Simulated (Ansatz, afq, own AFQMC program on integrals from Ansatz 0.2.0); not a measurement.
B$_{2}$H$_{2}$, singlet → B₂H₂, triplet

```yaml
atoms:
  - { symbol: B, position_ang: [0.0000, 0.0000, 0.7529] }
  - { symbol: B, position_ang: [0.0000, 0.0000, -1.0096] }
  - { symbol: H, position_ang: [0.0000, 1.0240, 1.3765] }
  - { symbol: H, position_ang: [0.0000, -1.0240, 1.3765] }
```

Connectivity, by distances: BH2–B.

E(triplet, charge +0) − E(singlet, charge +0) at this geometry, on RHF and UHF determinants.

Basis cc-pVTZ. Only valence electrons are correlated. Integrals, coupled cluster, full CI and functionals: Ansatz 0.2.0; the random walks run on the same integrals in our own AFQMC program. The CISD trial takes its coefficients from CCSD amplitudes. Released means that phaseless walkers are propagated on without the constraint, phases kept. ± is one standard error of the sampling. The errors of all members are added in quadrature.

No full CI on the walks' own integrals is used here; CCSDT(Q) serves as the reference and is uncertain by about the last step of the cluster series. Each member takes its own surest rung, up to full CI.

The best estimate is CCSD(T) at the basis-set limit (CBS: def2-TZVPP and def2-QZVPP, with their diffuse functions for anions and beside diffuse sets, CCSD(T) itself extrapolated) plus the step from CCSD(T) to CCSDT(Q) in cc-pVTZ. Rows without CBS are in cc-pVTZ; B2PLYP and the wave-function rows carry a basis error of their own. Core correlation and relativity beyond core potentials are missing, and ± holds the sampling alone.

Cautions: B₂H₂ (singlet): another spin lies lower, restricted determinant unstable towards unrestricted (UHF 599 meV lower, ⟨S²⟩ 0.86), CCSDT(Q) on the UHF determinant differs (156 meV lower), perhaps since the unrestricted series falls towards higher spin, its ph-AFQMC/CISD value lies 22 ± 4 meV above CCSDT(Q); B₂H₂ (triplet): the released energies move by 1.5 errors or more from one time to the next, so no released level is given (meV from the phaseless value at times in 1/Eh: -5 ± 3 at 0.24, -8 ± 3 at 0.50, -5 ± 7 at 1.00, -21 ± 3 at 1.50), though the last usable value meets CCSDT(Q) within the noise, the ph-AFQMC/HF walk drifts between its halves (2.5 errors), its ph-AFQMC/CISD value lies 16 ± 4 meV above CCSDT(Q).

| level | vertical spin gap (kJ/mol) |
| --- | --- |
| MP2 | -35.8 |
| HF | -72.2 |
| CCSD | -14.7 |

(1) From these cheaper values, estimate the vertical spin gap at the level of the best estimate.

(1) -15.5 kJ/mol (best estimate, highest rung CCSDT(Q)).

```json
{"level": "CCSD(T)", "vertical spin gap (kJ/mol)": "-17.2", "error against the best estimate (kJ/mol)": "-1.6"}
{"level": "CCSDT", "vertical spin gap (kJ/mol)": "-18.2", "error against the best estimate (kJ/mol)": "-2.7"}
{"level": "CCSDT(Q)", "vertical spin gap (kJ/mol)": "-18.3", "error against the best estimate (kJ/mol)": "-2.7"}
{"level": "ph-AFQMC/CISD", "vertical spin gap (kJ/mol)": "-18.8 ± 0.6", "error against the best estimate (kJ/mol)": "-3.3 ± 0.6"}
{"level": "HF/CBS", "vertical spin gap (kJ/mol)": "-71.5", "error against the best estimate (kJ/mol)": "-56.0"}
{"level": "MP2/CBS", "vertical spin gap (kJ/mol)": "-29.8", "error against the best estimate (kJ/mol)": "-14.2"}
{"level": "CCSD(T)/CBS", "vertical spin gap (kJ/mol)": "-14.4", "error against the best estimate (kJ/mol)": "1.1"}
```

Correlation beyond CCSD(T) takes off 1.1 kJ/mol. Going to the basis-set limit adds 2.7 kJ/mol at CCSD(T). The perturbative (T) step is worth −2.5 kJ/mol.

Best estimates are given only where the step beyond CCSD(T) is under 0.3 eV and no member's determinant is very poor (T1 over 0.05, or 0.07 for open shells, ⟨S²⟩ too high by 0.3, two states mixed), so the hardest cases are missing from such tables.

CCSDT and higher add their correlation energy to the determinant of the CCSD(T) run, since their own runs factorise the integrals more tightly (a shift of under 2 meV). Each member of a difference takes its own highest rung, so a best estimate needn't equal the limit plus the step of one row. A walk keeps the symmetry of its determinant, which the program's search chose and which needn't be the lowest solution, so a lower state of the same spin and another symmetry isn't excluded.
